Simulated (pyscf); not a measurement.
Optimised with ωB97X-D3(BJ)/def2-SVP in PySCF.

Estimate by transition-state theory the rate constant of H₂N–Ti(Cl)(Cl)–Cl + silanol (HO–SiH₃) → ammonia (NH₃) + H₃Si–O–Ti(Cl)(Cl)–Cl (singlet surface; N–Ti, H–O broken, H–N, O–Ti formed) at 298 K, with ωB97M-D3(BJ)/def2-TZVP energies (ideal gas, 1 atm, RRHO with modes under 100 cm⁻¹ raised to 100, one conformer, R ln 2 for chiral ones without a mode under 150 cm⁻¹; no tunnelling).

The electronic barrier is 1.0 kcal/mol and the thermal terms add +13.2, so ΔG‡ = 14.1 kcal/mol. With k_BT/h = 6.21e+12 s⁻¹ and RT = 0.592 kcal/mol, and a volume of 4.06e-20 cm³ per molecule at 1 atm, k = 1.1e-17 cm³ molecule⁻¹ s⁻¹. Wigner's tunnelling factor for 626i cm⁻¹ would be 1.38, likely too low at so high a frequency. A shift of 1 kcal/mol in the barrier changes k by a factor 5.4. On the reactant side the descent ends in an adduct with a O–Ti contact, 14.2 kcal/mol under the separated species and 11.8 kcal/mol under the saddle at ωB97X-D3(BJ)/def2-TZVP. On the product side the descent ends in an adduct with a N–Ti contact, 20.4 kcal/mol under the separated species and 38.2 kcal/mol under the saddle at ωB97X-D3(BJ)/def2-TZVP. What is counted as formed (O–Ti) is already present as a longer contact in the reactant adduct; forming that adduct is a step of its own. What is counted as broken (N–Ti) persists as a longer contact in the product adduct; parting that adduct is a step of its own. At ωB97X-D3(BJ) the barrier from the zero used here is -2.4 kcal/mol. This is the saddle that the search found; another between the same sides may lie lower.
